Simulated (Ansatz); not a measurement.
# CH6BS+ (SMILES B[SH+]C): single points off equilibrium

An exercise on one series of results from a longer session: the logs are not shown, and one member is left open.

The runs use Ansatz 0.2.0, Gaussian basis; single points in def2-TZVPP.

Cores are frozen in the correlated methods.

**Where the work starts**

9 atoms, charge 1, spin multiplicity 1.

Atoms are counted from 1 here; the program's logs count them from 0.

Bond lengths: B1–S2 1.901 Å, B1–H4 1.248 Å, B1–H5 1.089 Å, S2–C3 1.780 Å, S2–H6 1.455 Å, C3–H7 0.911 Å, C3–H8 1.267 Å, C3–H9 1.128 Å. Angles: S2–B1–H4 110.1°, S2–B1–H5 111.2°, H4–B1–H5 138.6°, B1–S2–C3 102.8°, B1–S2–H6 102.4°, C3–S2–H6 110.3°, S2–C3–H7 119.4°, S2–C3–H8 110.8°, S2–C3–H9 115.3°, H7–C3–H8 115.2°, H7–C3–H9 105.3°, H8–C3–H9 86.2°.

Coordinates:

```
atom    x (Å)    y (Å)    z (Å)
  B1  -1.0332   0.5631  -1.0912
  S2  -0.6753   0.0178   0.6939
  C3   0.8623  -0.8652   0.5351
  H4  -1.6753   1.6328  -1.0918
  H5  -0.5774  -0.1163  -1.8101
  H6  -0.4609   1.2878   1.3705
  H7   0.8740  -1.6685   0.1057
  H8   1.8044  -0.0757   0.2270
  H9   1.4211  -1.0357   1.4995
```

Set-up of the first run:

run/in.yaml

```yaml
crystal:
  periodic: [false, false, false]
  atoms:
    - {symbol: B, position_ang: [-1.033200, 0.563100, -1.091200]}
    - {symbol: S, position_ang: [-0.675300, 0.017800, 0.693900]}
    - {symbol: C, position_ang: [0.862300, -0.865200, 0.535100]}
    - {symbol: H, position_ang: [-1.675300, 1.632800, -1.091800]}
    - {symbol: H, position_ang: [-0.577400, -0.116300, -1.810100]}
    - {symbol: H, position_ang: [-0.460900, 1.287800, 1.370500]}
    - {symbol: H, position_ang: [0.874000, -1.668500, 0.105700]}
    - {symbol: H, position_ang: [1.804400, -0.075700, 0.227000]}
    - {symbol: H, position_ang: [1.421100, -1.035700, 1.499500]}
basis:
  gaussian: {orbitals: def2-TZVPP}
total_charge: 1
correlation: {method: ccsd_t}
output: {forces: true}
```

The command line of these runs was not kept.

Steps of the session up to this table: CCSD(T)/def2-TZVPP; PBE0-D4/def2-TZVPP; wB97M-V/def2-TZVPP; r2SCAN-D4/def2-TZVPP; PBE-D4/def2-TZVPP; CAM-B3LYP-D4/def2-TZVPP; r2SCANh-D4/def2-TZVPP.

One of the session's tables, all rows but one given; the rest of the session is left out.

| method | RMS force component (eV/Å) | angle to CCSD(T) forces (°) |
| --- | --- | --- |
| CCSD(T) | 3.690 | reference |
| PBE0-D4 | 3.713 | 1.8 |
| wB97M-V | 3.670 | 1.1 |
| r2SCAN-D4 | 3.679 | 1.5 |
| PBE-D4 | ? | ? |
| CAM-B3LYP-D4 | 3.684 | 1.4 |
| r2SCANh-D4 | 3.693 | 1.5 |

**Question.** Estimate the row for PBE-D4.

The run gave: RMS force component (eV/Å): 3.665; angle to CCSD(T) forces (°): 2.9. In the column «RMS force component (eV/Å)» it is the lowest.
